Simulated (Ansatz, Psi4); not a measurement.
## HBS (hydrogen boron sulfide): from total energies to a heat of formation

The species is HBS (3 atoms), meant as a singlet with charge 0. SMILES: `B=S`. Geometry: relaxed at PBE0-D4/def2-TZVP.

```xyz
3

B    -0.0387   -0.0146    0.1348
S     0.3992    0.1476   -1.3933
H    -0.3605   -0.1331    1.2585
```

Total energies at HF/3-21G (Psi4 1.11); the atoms run unrestricted:

```
species    state  energy (Eh)
    HBS  singlet  -420.697147
      B  doublet   -24.389762
      S  triplet  -395.551336
      H  doublet    -0.496199
```

Harmonic wavenumbers at PBE0-D4/def2-TZVP, in cm⁻¹: 731, 731, 1212, 2836.

Measured heats of formation of the gaseous atoms at 298.15 K, in kJ/mol: B 570.3, S 277.0, H 218.0. Spin-orbit lowering of the atoms at 298 K (mean of the ground term's levels less their thermal mean, from spectra), in kJ/mol: B 0.00, S 1.88. Take 1 Eh = 2625.50 kJ/mol, 1 cm⁻¹ = 0.0119627 kJ/mol, RT = 2.479 kJ/mol.

Q: What heat of formation follows?

A: 
1. Electronic atomisation energy: (-24.389762) + (-395.551336) + (-0.496199) − (-420.697147) = 0.259850 Eh = 682.2 kJ/mol.
2. Zero-point energy: half the sum of the wavenumbers, 2755 cm⁻¹ = 33.0 kJ/mol.
3. Thermal vibrational enthalpy, Σ hcν̃/(exp(hcν̃/kT) − 1): 0.6 kJ/mol. Translation, rotation and pV of a linear molecule: 3.5 RT = 8.7 kJ/mol.
4. The 3 free atoms carry 5/2 RT each: 18.6 kJ/mol.
5. Spin-orbit coupling lowers the free atoms by 0.00 + 1.88 = 1.9 kJ/mol.
6. Atomisation enthalpy at 298 K: 682.2 − 1.9 − 33.0 − 0.6 − 8.7 + 18.6 = 656.6 kJ/mol.
7. Sum of the atoms' heats of formation: 1065.3 kJ/mol. Heat of formation: 1065.3 − 656.6 = +408.7 kJ/mol.

The tabulated value is +50.2 kJ/mol (NIST-JANAF tables; in doubt, as an older value, an estimate or one at odds with other calculations), so this level is off by +358.5 kJ/mol, or 35.3 % of the atomisation enthalpy that the table implies (1015.1 kJ/mol). Hartree–Fock leaves out correlation, which is larger in the molecule than in the atoms, so it underbinds and puts the heat of formation too high. A basis without polarisation functions underbinds badly. Anharmonicity and any spin-orbit splitting of the molecule are left out.
